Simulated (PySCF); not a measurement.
hydrogen isocyanide (CHN), SMILES [C-]#[NH+].

Geometry optimised at r2SCAN-D4/def2-TZVPD.

All values below come from PySCF with TDA-CAM-B3LYP/def2-TZVPD.

Vertical excitations; the highest root listed may be one member of a degenerate set. Gas-phase values at a fixed geometry. State labels are in the subgroup C2v.

```csv
state,symmetry,energy (eV),λ (nm),f,main pairs
S1,A2,8.41,147,0.000,"HOMO−1→LUMO+1 49 %, HOMO−2→LUMO+2 49 %"
S2,B1,8.42,147,0.109,HOMO→LUMO+1 (degenerate set)
S3,B2,8.42,147,0.109,HOMO→LUMO+2 (degenerate set)
S4,A2,8.70,142,0.000,"HOMO−2→LUMO+2, HOMO−1→LUMO+1 (degenerate set)"
S5,A1,8.70,142,0.000,"HOMO−1→LUMO+2, HOMO−2→LUMO+1 (degenerate set)"
S6,A1,8.98,138,0.019,HOMO→LUMO 97 %
S7,A1,9.70,128,0.143,HOMO→LUMO+3 97 %
S8,B1,9.71,128,0.028,HOMO−2→LUMO (degenerate set)
S9,B2,9.71,128,0.028,HOMO−1→LUMO (degenerate set)
S10,B2,11.10,112,0.073,HOMO−1→LUMO+3 90 %
T1,B2,5.87,211,0,HOMO→LUMO+2 (degenerate set)
T2,B1,5.87,211,0,HOMO→LUMO+1 (degenerate set)
T3,A1,7.09,175,0,"HOMO−1→LUMO+2 47 %, HOMO−2→LUMO+1 47 %"
T4,A2,7.63,163,0,"HOMO−1→LUMO+1 48 %, HOMO−2→LUMO+2 48 %"
```
Triplets are in the Tamm–Dancoff approximation.
